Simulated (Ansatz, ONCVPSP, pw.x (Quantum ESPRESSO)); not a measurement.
# copper: does the ONCV potential hold in the solid?

* Element: copper
* Generator: ONCVPSP 4.0.1
* Type: optimised norm-conserving Vanderbilt (ONCV)
* Functional: PBEsol
* Relativity: scalar-relativistic
* Frozen core: [Ne]
* Valence charge: 19
* Reference configuration: 3s2 3p6 3d10 4s1
* Partial waves: 3s+4s: rc 1.10 bohr, ncon 4, nbas 8, qcut 12.6 1/bohr, 2 projectors; 3p: rc 1.00 bohr, ncon 4, nbas 9, qcut 11.2 1/bohr, 1 projector; 3d: rc 1.40 bohr, ncon 4, nbas 9, qcut 10.2 1/bohr, 2 projectors, debl 0.5 Ha
* Local potential: polynomial inside 0.90 bohr (lpopt 2, dvloc0 0 Ha)
* Core correction: Teter function, fcfact 5, rcfact 1.75

Atomic tests: cutoffs needed: 52 Ha and 61 Ha (the cutoffs (Ha) at which the residual kinetic energy of the hardest occupied pseudo-wave falls to 1 and 0.1 mHa per electron); ghost test: no bound ghost flagged; no localised positive-energy state flagged; configuration tests: 1 of 4 tests not solved or not reliable.

Crystal test: fcc Cu in pw.x 7.5, no spin, 16³ k-points, Fermi–Dirac smearing 0.01 Ry, cutoffs 145/580 Ry. The reference is all-electron LAPW (Ansatz 0.2.0) with the same functional, mesh and smearing; V0 and B0 come from Birch–Murnaghan fits to the pressures at five volumes. Errors are pseudo minus all-electron; Δ is the rms difference of the E(V) curves that follow from these fits, minima aligned, over ±6 % about the mean V0. Mesh and smearing are coarse, so the numbers serve the comparison and aren't converged zero-temperature values; the lattice is a test structure that the element need not adopt.

All-electron: a0 = 3.564 Å (V0 = 11.32 Å³/atom), B0 = 167.7 GPa.

**Question.** How far does the potential miss the all-electron equation of state?

**Answer.** mean pressure error (GPa): +8.69; a0 (Å): 3.622; a0 error (%): +1.61; B0 error (%): +25.0; Δ (meV/atom): 21.2. This is a poor potential for the solid. Atomic configuration tests: 1 of 4 tests not solved or not reliable.

```tsv
V (Å³/atom)	P all-electron (GPa)	P pseudo (GPa)
10.789	9.10	17.94
11.073	3.92	13.79
11.357	-0.53	9.01
11.641	-4.36	3.99
11.925	-7.66	-0.82
```

**Question.** At the middle volume, how do free energy and pressure move when the wave cutoff is lowered (ecutrho kept at four times it)?

**Answer.**

```
cutoff (Ry)  shift of F (meV/atom)  shift of P (GPa)
         65               +19602.2          -1278.45
         87                +1159.3           -141.49
        116                  +22.1             -2.65
```

The run at the middle volume (145 k-points, 10 iterations) took about 1.8 min on one core of a shared host (Intel(R) Xeon(R) Processor @ 2.60GHz, 24 threads, 32 GiB, load 9).
